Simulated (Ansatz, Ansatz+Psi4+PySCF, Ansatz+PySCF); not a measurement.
```xyz
3

H     0.0000    0.0000    1.1372
F     0.0000    0.0000    0.0000
H     0.0000    0.0000   -1.1372
```

Basis set: cc-pVTZ (spherical functions). Frozen core: 1 orbital. Correlation on ROHF uses semicanonical orbitals with singles. Charge 0, multiplicity 2.

Computed with Ansatz (development build ahead of 0.2.0); each method stands on the lowest determinant of its kind that the runs found.

(1) Give the atomization energy at this shape (free ground-state atoms in the same class of orbitals less the molecule, no zero-point energy) of doublet H2F by ROHF-CCSD(T), ROHF-MP2, UHF-MP2.

Results:

(1)

```
      method  atomization energy
ROHF-CCSD(T)        388.3 kJ/mol
    ROHF-MP2        396.6 kJ/mol
     UHF-MP2        387.8 kJ/mol
```
